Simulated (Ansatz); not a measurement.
`[AlH3-][SH2+]`, charge 0, multiplicity 1.

Q: Give a relaxed structure at PBE0-D4/def2-TZVP (the Gaussian-basis code of Ansatz). (An estimate is asked.)

A: The calculation gave: 
```xyz
7

Al   -0.452   -0.518    0.848
S     0.566    1.163   -0.753
H     0.657   -0.339    1.981
H    -1.846    0.242    0.998
H    -0.386   -1.812   -0.085
H    -0.156    0.840   -1.840
H     1.617    0.426   -1.150
```
Point group Cs.
